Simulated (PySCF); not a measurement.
## Broadened absorption spectrum of 1-methylcyclopropene

Species: 1-methylcyclopropene, C4H6.
SMILES: `CC1=CC1`

Theory: PySCF, TDDFT PBE0/def2-SVPD, vertical, gas phase, core orbitals frozen in the response. Geometry: GFN2-xTB; no solvent, vibrations or thermal averaging.

Broadening: Gaussians 0.5 eV wide at half height, area fixed by f = 4.319×10⁻⁹ ∫ε dν̃. The width is an assumption, not a result. The curve ends short of the highest state used, and states not computed would add to its high-energy end.

E (eV), ε (L mol⁻¹ cm⁻¹) and a bar:
```
     5.73         14 
     5.81         48 
     5.89        147 #
     5.97        389 ##
     6.06        983 ####
     6.14       1926 ########
     6.22       3275 ##############
     6.30       4834 #####################
     6.38       6194 ###########################
     6.46       6890 ##############################
     6.55       6563 #############################
     6.63       5415 ########################
     6.71       3895 #################
     6.79       2468 ###########
     6.87       1438 ######
     6.95        892 ####
     7.04        768 ###
     7.12        944 ####
     7.20       1235 #####
     7.28       1508 #######
     7.36       1685 #######
     7.44       1770 ########
     7.53       1846 ########
     7.61       1984 #########
```

(1) Where are the band maxima, and which computed states make them?

(2) Coming from long wavelengths, where does ε first pass 100 L mol⁻¹ cm⁻¹?

(3) On this curve, what absorbance would a 10⁻⁵ mol/L sample give at 193 nm over a 1 cm path?

Answers

(1) 191 nm (6.48 eV), ε about 6900, made up of S1 (99%) (ε in L mol⁻¹ cm⁻¹; maxima over ε = 5, shares over 10%). At its high-energy end, 7.61 eV, the curve is still rising (ε about 2000, from S4, S5 and S7). The states used: S1 6.48 eV (f 0.127); S2 6.54 eV (f 0.0005); S3 6.66 eV (f 0.0015); S4 7.31 eV (f 0.016); S5 7.40 eV (f 0.012); S6 7.69 eV (f 0.0020); S7 7.84 eV (f 0.038); S8 8.21 eV (f 0.017).

(2) At about 212 nm (5.86 eV), 0.62 eV below S1.

(3) 193 nm is 6.424 eV, where ε is about 6700 L mol⁻¹ cm⁻¹, so A = ε c l ≈ 0.067 (Beer–Lambert, with the gas-phase spectrum and the assumed width).

On an Arm Neoverse V2 with one thread, no GPU (shared host), this took 6.4 s of wall time.
